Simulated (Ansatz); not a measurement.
Fluorite SrCl2, treated with PBE-D3(BJ) in Ansatz (plane waves, PAW).

Run with plane-wave cutoff 520 eV, 8×8×8 k mesh, Fermi–Dirac smearing 0.01 eV, scalar-relativistic PAW data made under PBE.

Energies at three volumes about the minimum:

```
V (Å³/atom)  E − E_lowest (meV/atom)
-----------  -----------------------
27.496                          1.33
28.057                          0.00
28.618                          1.24
```

Problem. Fit a parabola by hand: where is the minimum, what lattice constant follows, and what is the bulk modulus?

Solution. Slopes: (0.00 − 1.33)/(28.057 − 27.496) = -2.371 and (1.24 − 0.00)/(28.618 − 28.057) = 2.210 meV/Å³. Curvature E″ = 2 × (2.210 − (-2.371))/(28.618 − 27.496) = 8.166 meV/Å⁶. From the middle of the first interval, the slope vanishes at V0 = 27.7765 − (-2.371)/8.166 = 28.067 Å³/atom. B = V0 E″ = 28.067 × 8.166 meV/Å³ × 0.1602 GPa per meV/Å³ = 36.7 GPa. With 12 atoms in the cube, a = (12 × 28.067)^(1/3) = 6.958 Å. The full Birch–Murnaghan fit to all volumes gives V0 = 28.058 Å³/atom and B0 = 36.7 GPa.

Measured, for comparison: bulk modulus 34.3 GPa (temperature not stated, no zero-point or thermal correction, from elastic constants; as tabulated in Kanchana et al., Calculated structural, elastic and electronic properties of …); lattice constant a 6.974 Å (room temperature, no zero-point or thermal correction; as tabulated in Kanchana et al., Calculated structural, elastic and electronic properties of …). Computed (rounded) less measured: bulk modulus +7 % (against room or unstated temperature, where such soft solids are markedly softer). A static lattice is as a rule a little smaller and stiffer than an uncorrected measurement, which narrows the difference in the bulk modulus and would widen misses of the other sign.

Ansatz is a program for electronic structure.
